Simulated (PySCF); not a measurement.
**Electronic absorption of C5H7F**

C5H7F.
Structure used (PBE0-D3(BJ)/def2-SVP), in Å, numbered top down from 1:
```xyz
13
C5H7F angstrom
C      2.2355   -0.1525   -1.1452
C      0.9692   -0.2174   -0.7077
C      0.4790    0.4721    0.4685
C     -0.7778    0.4336    0.9375
C     -1.9667   -0.2830    0.4164
F     -1.0628    1.1348    2.0431
H      2.9890    0.4450   -0.6232
H      2.5572   -0.6950   -2.0367
H      0.2546   -0.8301   -1.2683
H      1.1878    1.0837    1.0352
H     -1.7282   -0.8907   -0.4638
H     -2.3819   -0.9386    1.1984
H     -2.7549    0.4381    0.1458
```

Method used: PySCF 2.14.0, density-fitted response routines, TDDFT PBE0/def2-SVPD, vertical, gas phase, core orbitals frozen in the response.

```csv
state,λ (nm),E (eV),f,|μ| (D),"main configurations (H = HOMO, L = LUMO)"
S1,219.7,5.64,0.728,5.83,H→L (97%)
S2,200.6,6.18,0.0035,0.39,H→L+1 (98%)
S3,185.9,6.67,0.0027,0.32,H→L+2 (90%)
S4,180.2,6.88,0.025,0.97,"H→L+3 (66%), H-1→L (20%), H→L+4 (12%)"
S5,179.7,6.90,0.014,0.74,"H→L+4 (73%), H→L+3 (16%)"
S6,166.3,7.46,0.0035,0.35,H→L+5 (92%)
S7,162.3,7.64,0.0003,0.10,H-2→L (97%)
S8,157.8,7.86,0.0090,0.55,H→L+6 (95%)
S9,156.5,7.92,0.0032,0.32,"H-1→L (72%), H→L+3 (12%), H→L+4 (8%)"
S10,153.7,8.07,0.0006,0.14,H-3→L (96%)
```

Triplets (Tamm–Dancoff): T1 3.05 eV, H→L (96%); T2 5.07 eV, H-1→L (46%), H→L+3 (30%), H→L+4 (19%); T3 6.09 eV, H→L+1 (96%); T4 6.57 eV, H→L+2 (90%).

The lowest singlet lies at 5.64 eV (220 nm, ultraviolet) and is strong; its leading configuration is HOMO→LUMO (97%). The lowest level is also the most intense of those listed (f = 0.728). Löwdin shares by element: HOMO carbon 80% or more (atoms not listed hold the other 20%); LUMO carbon 78% or more (atoms not listed hold the other 22%). The oscillator strengths of these states sum to 0.790; summed over the whole spectrum of an exact calculation they would give the number of electrons, 46 (Thomas–Reiche–Kuhn). The listed states span 2.42 eV, and the widest gap between neighbours is 0.55 eV (S5 to S6). Orbital energies (eV): HOMO-3 -10.50, HOMO-2 -10.07, HOMO-1 -9.19, HOMO -6.48, LUMO -0.74, LUMO+1 0.79, LUMO+2 1.35. The vertical ionisation energy (ΔSCF) is 8.44 eV, 0.38 eV above S10. The window holds the lowest 10 singlets.

One conformer stands for the species.
